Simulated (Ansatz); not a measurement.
Turn this script for the Python package of Ansatz (0.2.0) into the input file that the command-line program reads.

Script `c4h8s.py`:
```python
# -*- coding: utf-8 -*-
import ansatz as az
import numpy as np

BASIS_SET = "def2-SVPD"
METHOD = "MP2"

GEOMETRY = """
C    -1.70750   -0.26450   -0.53940
C    -0.55010    0.08920   -1.03940
C     0.75020    0.00470   -0.34580
C     0.83910   -0.61270    1.05730
S     1.47400    1.68310   -0.23360
H    -2.64160   -0.10070   -1.17380
H    -1.87940   -0.57550    0.46550
H    -0.45840    0.45440   -2.07870
H     1.46480   -0.56660   -0.92010
H     0.37870   -1.64610    1.04180
H     1.76620   -0.68160    1.50110
H     0.16010   -0.05110    1.78040
H     0.42420    2.23260    0.49950
"""

molecule = az.Crystal.molecule()
for line in GEOMETRY.strip().splitlines():
    symbol, *xyz = line.split()
    molecule = molecule.atom(symbol, [float(v) for v in xyz])

calc = molecule.calculation()
calc = calc.basis(gaussian=BASIS_SET)
calc = calc.correlation(METHOD).forces()
outcome = calc.run()
report = outcome.report

print("reference energy %16.6f eV" % report["reference_energy_ev"])
print("total energy     %16.6f eV" % report["free_energy_ev"])
print("occupied (up, down):", report["n_occupied"], " virtual:", report["n_virtual"], " frozen:", report["n_frozen"])

print("correlation energy", round(report["free_energy_ev"] - report["reference_energy_ev"], 5), "eV")
cluster = report["correlation"].get("coupled_cluster")
if cluster:
    print("cycles", cluster["cycles"], " T1 diagnostic", round(cluster["t1_diagnostic"], 4), " largest double", round(cluster["largest_double"], 4))

state = report["mean_field"]["state"]
print(f"mean field: {state['energy']['hartree']:.7f} Ha, <S^2> = {abs(state['spin_squared']):.4f}, stability: {state.get('stability', {}).get('kind')}")

symbols = [site.symbol for site in molecule.cartesian_sites]
print("forces (eV/A)")
for symbol, f in zip(symbols, report["forces_ev_ang"]):
    print(f"  {symbol:2s} {f[0]:9.4f} {f[1]:9.4f} {f[2]:9.4f}")

charges = report["charge_distribution"]
print("dipole moment", round(4.803205 * float(np.linalg.norm(charges["dipole_moment_e_ang"])), 3), "D")
print("Mulliken:", [(s, round(q, 3)) for s, q in zip(symbols, charges["mulliken_charges_e"])])
```

```console
$ python c4h8s.py
reference energy    -15058.583415 eV
total energy        -15078.368682 eV
occupied (up, down): [15, 15]  virtual: [147, 147]  frozen: 9
correlation energy -19.78527 eV
mean field: -553.3927334 Ha, <S^2> = 0.0000, stability: minimum
forces (eV/A)
  C    -3.5040    0.4410   -1.0759
  C     1.7141    0.1336   -1.2439
  C     1.1156    0.1558    1.7360
  C    -5.1310   -0.5563   -0.1989
  S    -0.4744    1.0154    0.2720
  H     1.1882   -0.3714    0.8791
  H     0.0658   -0.4409    0.8844
  H    -0.2201   -0.0981    0.3733
  H     0.4719   -0.1133   -0.8751
  H     0.4920    0.6339   -0.0786
  H     2.6748    0.0882    0.6552
  H     0.7599   -0.3652   -0.7076
  H     0.8471   -0.5228   -0.6199
dipole moment 1.472 D
Mulliken: [('C', -0.169), ('C', 0.265), ('C', -0.739), ('C', 0.606), ('S', -0.3), ('H', 0.201), ('H', -0.027), ('H', -0.041), ('H', -0.01), ('H', 0.216), ('H', -0.402), ('H', 0.156), ('H', 0.244)]
```

`input.yaml`:
```yaml
crystal:
  periodic: [false, false, false]
  atoms:
    - { symbol: C, position_ang: [-1.7075, -0.2645, -0.5394] }
    - { symbol: C, position_ang: [-0.5501, 0.0892, -1.0394] }
    - { symbol: C, position_ang: [0.7502, 0.0047, -0.3458] }
    - { symbol: C, position_ang: [0.8391, -0.6127, 1.0573] }
    - { symbol: S, position_ang: [1.474, 1.6831, -0.2336] }
    - { symbol: H, position_ang: [-2.6416, -0.1007, -1.1738] }
    - { symbol: H, position_ang: [-1.8794, -0.5755, 0.4655] }
    - { symbol: H, position_ang: [-0.4584, 0.4544, -2.0787] }
    - { symbol: H, position_ang: [1.4648, -0.5666, -0.9201] }
    - { symbol: H, position_ang: [0.3787, -1.6461, 1.0418] }
    - { symbol: H, position_ang: [1.7662, -0.6816, 1.5011] }
    - { symbol: H, position_ang: [0.1601, -0.0511, 1.7804] }
    - { symbol: H, position_ang: [0.4242, 2.2326, 0.4995] }
basis:
  gaussian: { orbitals: def2-SVPD }
correlation:
  method: mp2
output:
  forces: true
```

The program run on that file:
```console
$ ansatz run input.yaml --threads 1 --pin off --max-ram 4096MiB --backend cpu --events-out ev --progress --plain --runs-dir out
Engine: ansatz 0.2.0, aarch64-unknown-linux-gnu
Functional definition: HF
  exchange = exact_x
  correlation = 0
1688 factors; integrals over basis functions are off by at most 1.1e-3 eV
mean field evaluation 1: about -15055.4545 eV, gradient 2.9e1 eV
mean field evaluation 2: about -15055.7375 eV, gradient 2.9e1 eV
mean field evaluation 4: about -15058.5412 eV, gradient 3.3e0 eV
mean field evaluation 8: about -15058.5832 eV, gradient 1.9e-1 eV
mean field -15058.58341455 eV, -553.3927334104 hartree, gradient 1.5e-6 eV, S^2 0.000000; 0 other end points of the search recorded, 0 dependent functions left out
9 core orbitals not correlated: weight in the atoms' cores, before any rotation towards them, 1.000 or more for the frozen orbitals, at most 0.000 for the correlated occupied ones
reference -15058.58341455 eV, -553.3927334104 hartree; 15, 15 occupied and 147, 147 virtual orbitals, 1688 factors
second order -19.78526740 eV of doubles, -0.00000000 eV of singles
the calculation of the forces begins
mean field evaluation 16: about -15058.5834 eV, gradient 1.5e-6 eV
Total energy: -15078.36868195 eV, -554.1198285763 hartree
Atom 0 at    -1.707500    -0.264500    -0.539400 Å, force    -3.503987     0.441048    -1.075864 eV/Å
Atom 1 at    -0.550100     0.089200    -1.039400 Å, force     1.714052     0.133566    -1.243950 eV/Å
Atom 2 at     0.750200     0.004700    -0.345800 Å, force     1.115647     0.155796     1.736009 eV/Å
Atom 3 at     0.839100    -0.612700     1.057300 Å, force    -5.130960    -0.556265    -0.198917 eV/Å
Atom 4 at     1.474000     1.683100    -0.233600 Å, force    -0.474422     1.015409     0.271996 eV/Å
Atom 5 at    -2.641600    -0.100700    -1.173800 Å, force     1.188217    -0.371381     0.879081 eV/Å
Atom 6 at    -1.879400    -0.575500     0.465500 Å, force     0.065807    -0.440919     0.884407 eV/Å
Atom 7 at    -0.458400     0.454400    -2.078700 Å, force    -0.220111    -0.098126     0.373274 eV/Å
Atom 8 at     1.464800    -0.566600    -0.920100 Å, force     0.471902    -0.113262    -0.875123 eV/Å
Atom 9 at     0.378700    -1.646100     1.041800 Å, force     0.492029     0.633856    -0.078646 eV/Å
Atom 10 at     1.766200    -0.681600     1.501100 Å, force     2.674786     0.088205     0.655220 eV/Å
Atom 11 at     0.160100    -0.051100     1.780400 Å, force     0.759917    -0.365153    -0.707592 eV/Å
Atom 12 at     0.424200     2.232600     0.499500 Å, force     0.847124    -0.522774    -0.619897 eV/Å
Dipole moment:    -0.189385    -0.226388     0.082294 e Å
```

Notes:
- Total energies depend on the basis set; only differences at equal settings carry meaning.
- The geometry is a force-field or estimated start, not a minimum of this method, and the basis set is short of its limit.
- Inner cores stay frozen, so this is valence correlation.
- Mulliken charges are unreliable in a basis with diffuse functions.
- S² is that of the Hartree-Fock reference.
- The whole script took 20 s on 1 thread of Arm Neoverse V1, with other jobs on the host, peak memory 0.64 GiB.

(A comment or docstring line of the script was reworded after the run, the code is as it ran; lines on the test bed's own set-up are left out of the output.)
